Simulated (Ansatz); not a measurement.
`CN(P)C=S` and `CN(C)P` differ in one atom or group.

Ansatz, PBE0-D4/def2-TZVP geometries, multiplicity 1. Each molecule was computed in one conformer, which needn't be the lowest.

```tsv
property	`CN(P)C=S`
LUMO energy (ωB97M-V/def2-TZVPP) / eV	1.05
LUMO energy (PBE/def2-TZVPP) / eV	-1.99
HOMO–LUMO gap (PBE0/def2-TZVPP) / eV	5.19
HOMO–LUMO gap (PBE/def2-TZVPP) / eV	3.09
LUMO energy (PBE0/def2-TZVPP) / eV	-1.08
LUMO energy (B3LYP/def2-TZVPP) / eV	-1.27
```

Q: Give the same properties after the change, and the shifts. (Estimate.)

A: The calculation gave: 
```
                             property  `CN(C)P`  shift
LUMO energy (ωB97M-V/def2-TZVPP) / eV      2.16   1.11
    LUMO energy (PBE/def2-TZVPP) / eV     -0.50   1.49
 HOMO–LUMO gap (PBE0/def2-TZVPP) / eV      6.98   1.79
  HOMO–LUMO gap (PBE/def2-TZVPP) / eV      4.77   1.68
   LUMO energy (PBE0/def2-TZVPP) / eV      0.41   1.49
  LUMO energy (B3LYP/def2-TZVPP) / eV      0.16   1.43
```

With PBE0 the HOMO falls by 0.30 eV and the LUMO rises by 1.49 eV, so the gap widens by about 1.79 eV. PBE moves the HOMO by -0.19 eV and ωB97M-V by -0.40 eV. The zero-point energy changes by 52.3 kJ/mol with +3 modes.

Positive LUMOs are unbound, so they and the gaps depend on the basis.

B3LYP here is the variant with VWN-RPA as its local correlation; programs differ in this.
